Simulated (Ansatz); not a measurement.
Geometry optimisation of the cluster AlO₂H.

```yaml
crystal:
  periodic: [false, false, false]
  atoms:
    - {symbol: Al, position_ang: [-0.171970, -0.619690, -0.141350]}
    - {symbol: O, position_ang: [-0.575940, -2.099410, -0.483630]}
    - {symbol: O, position_ang: [0.245860, 0.913110, 0.215630]}
    - {symbol: H, position_ang: [0.502050, 1.806000, 0.409350]}
basis:
  gaussian: {orbitals: def2-TZVP}
hamiltonian: {xc: pbe, dispersion: d4}
scf: {omitted_lower_state_checks: [starts]}
output: {orbitals: {seedname: orbitals}}
relax: {f_tol: 0.02, max_steps: 100}
```

```sh
$ ansatz run in.yaml --threads 4 --pin off --events-out ev --progress --plain --max-ram 3916MiB
```

It prints (some lines left out):

```
Functional definition: PBE
mean field -10702.23150797 eV, -393.2997536848 hartree, gradient 9.4e-6 eV, S^2 0.000000; 0 other end points of the search recorded, 0 dependent functions left out
relax step   1: F+E_penalty+E_count = -10702.28532588 eV  Δ(F+E_penalty+E_count) = +0.000e0 eV  max|allowed force component| = 1.880e0 eV/Å  Δτ_max = 0.0000 Å  (26 SCF iters, accepted)
mean field -10702.26854418 eV, -393.3011147405 hartree, gradient 1.1e-5 eV, S^2 0.000000; 0 other end points of the search recorded, 0 dependent functions left out
relax step   2: F+E_penalty+E_count = -10702.32208174 eV  Δ(F+E_penalty+E_count) = -3.676e-2 eV  max|allowed force component| = 9.249e-1 eV/Å  Δτ_max = 0.0214 Å  (29 SCF iters, accepted)
mean field -10702.28157431 eV, -393.3015935887 hartree, gradient 1.4e-5 eV, S^2 0.000000; 0 other end points of the search recorded, 0 dependent functions left out
relax step   3: F+E_penalty+E_count = -10702.33483607 eV  Δ(F+E_penalty+E_count) = -1.275e-2 eV  max|allowed force component| = 7.102e-2 eV/Å  Δτ_max = 0.0210 Å  (29 SCF iters, accepted)
mean field -10702.28171456 eV, -393.3015987429 hartree, gradient 1.5e-5 eV, S^2 0.000000; 0 other end points of the search recorded, 0 dependent functions left out
relax step   4: F+E_penalty+E_count = -10702.33497708 eV  Δ(F+E_penalty+E_count) = -1.410e-4 eV  max|allowed force component| = 4.577e-2 eV/Å  Δτ_max = 0.0046 Å  (29 SCF iters, accepted)
mean field -10702.28225666 eV, -393.3016186649 hartree, gradient 1.6e-5 eV, S^2 0.000000; 0 other end points of the search recorded, 0 dependent functions left out
relax step   5: F+E_penalty+E_count = -10702.33550175 eV  Δ(F+E_penalty+E_count) = -5.247e-4 eV  max|allowed force component| = 1.605e-1 eV/Å  Δτ_max = 0.0154 Å  (28 SCF iters, accepted)
mean field -10702.28384632 eV, -393.3016770837 hartree, gradient 1.8e-5 eV, S^2 0.000000; 0 other end points of the search recorded, 0 dependent functions left out
relax step   6: F+E_penalty+E_count = -10702.33708853 eV  Δ(F+E_penalty+E_count) = -1.587e-3 eV  max|allowed force component| = 3.442e-1 eV/Å  Δτ_max = 0.0250 Å  (28 SCF iters, accepted)
mean field -10702.29749305 eV, -393.3021785920 hartree, gradient 6.8e-6 eV, S^2 0.000000; 0 other end points of the search recorded, 0 dependent functions left out
relax step   7: F+E_penalty+E_count = -10702.35074279 eV  Δ(F+E_penalty+E_count) = -1.365e-2 eV  max|allowed force component| = 6.529e-1 eV/Å  Δτ_max = 0.0807 Å  (28 SCF iters, accepted)
mean field -10702.29880790 eV, -393.3022269117 hartree, gradient 1.6e-5 eV, S^2 0.000000; 0 other end points of the search recorded, 0 dependent functions left out
relax step   8: F+E_penalty+E_count = -10702.35206127 eV  Δ(F+E_penalty+E_count) = -1.318e-3 eV  max|allowed force component| = 8.549e-1 eV/Å  Δτ_max = 0.0156 Å  (29 SCF iters, accepted)
mean field -10702.29892056 eV, -393.3022310518 hartree, gradient 1.6e-5 eV, S^2 0.000000; 0 other end points of the search recorded, 0 dependent functions left out
relax step   9: F+E_penalty+E_count = -10702.35217419 eV  Δ(F+E_penalty+E_count) = -1.129e-4 eV  max|allowed force component| = 9.214e-1 eV/Å  Δτ_max = 0.0048 Å  (29 SCF iters, accepted)
mean field -10702.33751433 eV, -393.3036493467 hartree, gradient 1.7e-5 eV, S^2 0.000000; 0 other end points of the search recorded, 0 dependent functions left out
relax step  10: F+E_penalty+E_count = -10702.39056907 eV  Δ(F+E_penalty+E_count) = -3.839e-2 eV  max|allowed force component| = 1.421e0 eV/Å  Δτ_max = 0.1975 Å  (34 SCF iters, accepted)
mean field -10702.37084741 eV, -393.3048743148 hartree, gradient 5.7e-6 eV, S^2 0.000000; 0 other end points of the search recorded, 0 dependent functions left out
relax step  11: F+E_penalty+E_count = -10702.42383544 eV  Δ(F+E_penalty+E_count) = -3.327e-2 eV  max|allowed force component| = 5.663e-2 eV/Å  Δτ_max = 0.0587 Å  (31 SCF iters, accepted)
mean field -10702.37107861 eV, -393.3048828114 hartree, gradient 1.8e-5 eV, S^2 0.000000; 0 other end points of the search recorded, 0 dependent functions left out
relax step  12: F+E_penalty+E_count = -10702.42407505 eV  Δ(F+E_penalty+E_count) = -2.396e-4 eV  max|allowed force component| = 1.296e-2 eV/Å  Δτ_max = 0.0122 Å  (30 SCF iters, accepted)
mean field -10702.37107861 eV, -393.3048828114 hartree, gradient 5.5e-5 eV, S^2 0.000000; 0 other end points of the search recorded, 0 dependent functions left out
Total energy: -10702.42411058 eV, -393.3068317004 hartree
Atom 0 at    -0.196222    -0.571234    -0.089620 Å, force    -0.004505    -0.012955    -0.001762 eV/Å
Atom 1 at    -0.476353    -2.084564    -0.582227 Å, force     0.000505    -0.001681    -0.001528 eV/Å
Atom 2 at     0.022144     0.999019     0.498777 Å, force    -0.001513     0.005925     0.004624 eV/Å
Atom 3 at     0.650432     1.656789     0.173070 Å, force     0.005512     0.008711    -0.001334 eV/Å
Dipole moment:     0.346406     0.936913     0.120583 e Å
Checks for a lower state left out: starts
```

It took 6.5 s on 4 threads of Arm Neoverse V1 on a shared host.

The structure comes from a short search, and lower isomers may exist.
